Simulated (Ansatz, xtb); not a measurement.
Ranking isomers of C2H4O−

4 gas-phase structures of C2H4O−, found in a search over its isomers (lower ones may exist). Each was relaxed with GFN2-xTB; where two conformers were screened, the lower at r2SCAN-D4/def2-SVPD//GFN2-xTB is listed:

A. the doublet with the links of `[CH2-][CH]O`
B. the doublet with the links of `C[CH][O-]`
C. the doublet with the links of `[CH2]O[CH2-]`
D. the doublet with the links of `[CH2]C[O-]`

Task: Estimate their order in r2SCAN-D4/def2-SVPD//GFN2-xTB energy at these geometries, lowest first.

Result: Calculated order at r2SCAN-D4/def2-SVPD//GFN2-xTB: B (0.0), D (18.9), A (32.8), C (57.9) kcal/mol.

Energies above the lowest of each column, in kcal/mol; the last columns are at r2SCAN-D4/def2-SVPD geometries and were run for some of them only (a dash: not run or not comparable):

| structure | GFN2-xTB | HF/STO-3G | r2SCAN-D4/def2-SVPD//GFN2-xTB | r2SCAN-D4/def2-SVPD | CCSD(T)/def2-SVPD |
| --- | --- | --- | --- | --- | --- |
| B | 0.0 | 0.0 | 0.0 | 0.0 | 0.0 |
| D | 13.3 | 32.0 | 18.9 | 19.2 | 20.1 |
| A | 34.6 | 33.8 | 32.8 | 28.7 | 30.6 |
| C | 37.2 | 48.7 | 57.9 | – | – |

Every level run on B puts it lowest or level with the lowest. Flexible structures stand in one conformer each, not always the lowest. Frequencies (r2SCAN-D4/def2-SVPD) were run for A, B, D alone. Open shells are spin-unrestricted, some with notable spin contamination.

Over these structures GFN2-xTB departs from r2SCAN-D4/def2-SVPD//GFN2-xTB by 7.3 kcal/mol on average once a common shift is removed. A GFN2-xTB relaxation took about 1.3 s and the r2SCAN-D4/def2-SVPD//GFN2-xTB energy about 6.8 s on a shared host (Ansatz 0.2.0, xtb 6.7.1).
